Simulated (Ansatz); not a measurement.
**AlNH3 radical (SMILES [NH][AlH2]): single points off equilibrium**

One table from this session's results is given with a row withheld; the runs are named, their logs left out.

Computed with Ansatz 0.2.0, Gaussian basis. Level: single points in def2-TZVPP.

Cores are frozen in the correlated methods. Orbitals are unrestricted.

## The system as given

SMILES `[NH][AlH2]`, 5 atoms, charge 0, spin multiplicity 2.

Atoms are counted from 1 here; the program's logs count them from 0.

Bond lengths: N1–Al2 1.748 Å, N1–H3 1.090 Å, Al2–H4 1.603 Å, Al2–H5 1.571 Å. Angles: Al2–N1–H3 176.8°, N1–Al2–H4 124.8°, N1–Al2–H5 123.5°, H4–Al2–H5 111.5°.

Coordinates:

```xyz
5

N     0.52460   -0.75940    0.75450
Al   -0.23500    0.36820   -0.34370
H     1.04690   -1.46280    1.40280
H    -1.47900    0.02340   -1.29440
H     0.16490    1.88370   -0.44540
```

Set-up of the first run:

run/in.yaml

```yaml
crystal:
  periodic: [false, false, false]
  atoms:
    - {symbol: N, position_ang: [0.524600, -0.759400, 0.754500]}
    - {symbol: Al, position_ang: [-0.235000, 0.368200, -0.343700]}
    - {symbol: H, position_ang: [1.046900, -1.462800, 1.402800]}
    - {symbol: H, position_ang: [-1.479000, 0.023400, -1.294400]}
    - {symbol: H, position_ang: [0.164900, 1.883700, -0.445400]}
basis:
  gaussian: {orbitals: def2-TZVPP}
magnetization: {spin_polarized: true, initial_magnetization: 1}
correlation: {method: ccsd_t}
scf: {omitted_lower_state_checks: [cluster_reference]}
output: {forces: true}
```

The command line of these runs was not kept.

Among the steps run: CCSD(T)/def2-TZVPP; PBE0-D4/def2-TZVPP; wB97M-V/def2-TZVPP; r2SCAN-D4/def2-TZVPP; PBE-D4/def2-TZVPP; BLYP-D4/def2-TZVPP; B97M-V/def2-TZVPP.

One of the session's tables, all rows but one given; the rest of the session is left out.

```
   method  RMS force component (eV/Å)  angle to CCSD(T) forces (°)  dipole (D)
  CCSD(T)                       1.181                    reference        1.51
  PBE0-D4                           ?                            ?           ?
  wB97M-V                       1.175                          2.5        1.45
r2SCAN-D4                       1.106                          4.9        1.35
   PBE-D4                       0.988                          7.4        1.12
  BLYP-D4                       0.993                          4.0        1.11
   B97M-V                       1.152                          7.1        1.53
```

**Question.** Estimate the row for PBE0-D4.

**Answer.** RMS force component (eV/Å): 1.135; angle to CCSD(T) forces (°): 5.0; dipole (D): 1.36. In the column «RMS force component (eV/Å)» it lies between r2SCAN-D4 (1.106) and B97M-V (1.152).
